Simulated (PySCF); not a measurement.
Molecule: `[nH]1ncpc1`, C2H3N2P.

Atoms are numbered as in `[cH:1]1[n:2][nH:3][cH:4][p:5]1` (H(Xn): hydrogen on atom n).

Geometry PBE0-D3(BJ)/def2-SVP throughout; GIAO in PySCF 2.14.0 with density-fitted response routines, gas phase, one conformer, non-relativistic; equivalent atoms averaged; functional PBE0.

(1) How do the shifts δ (against TMS, NH3, H3PO4 at the same level) depend on the basis set? (ppm; last column core-seconds on 1 thread of an Arm Neoverse V2, shared host)

(2) Which nucleus moves most, in ppm?

(3) Taking the largest basis, IGLO-III (214 functions), as the yardstick, rank the others by their worst heavy-atom deviation.

Results:

(1) 
```csv
basis set,functions,C1,C4,N2,N3,P5,H(N3),H(C1),H(C4),core-s
pcSseg-0,55,176.6,171.3,384.6,233.8,68.9,9.46,8.78,8.45,2.8
cc-pVDZ,89,161.7,153.9,344.1,222.4,99.5,9.95,8.63,8.41,4.8
aug-cc-pVDZ,146,163.9,154.6,337.4,220.4,76.0,10.58,8.99,8.76,11
cc-pVTZ,196,167.7,158.5,363.8,236.0,81.1,10.46,8.86,8.66,15
IGLO-III,214,173.4,163.1,366.7,238.2,86.7,10.51,8.89,8.64,19
```

(2) N2 (pyridine-type nitrogen of an azole): from 337.4 ppm with aug-cc-pVDZ to 384.6 ppm with pcSseg-0. The smallest spread is 0.36 ppm, at H(C4). Proton shifts span only some 12 ppm, so a few tenths of a ppm matter as much there as several ppm in carbon.

(3) cc-pVTZ 5.7 ppm (196 functions), pcSseg-0 17.8 ppm (55 functions), cc-pVDZ 22.7 ppm (89 functions), aug-cc-pVDZ 29.3 ppm (146 functions).

A small basis that lands close on one nucleus may do so by chance; judge by the trend and by all nuclei.
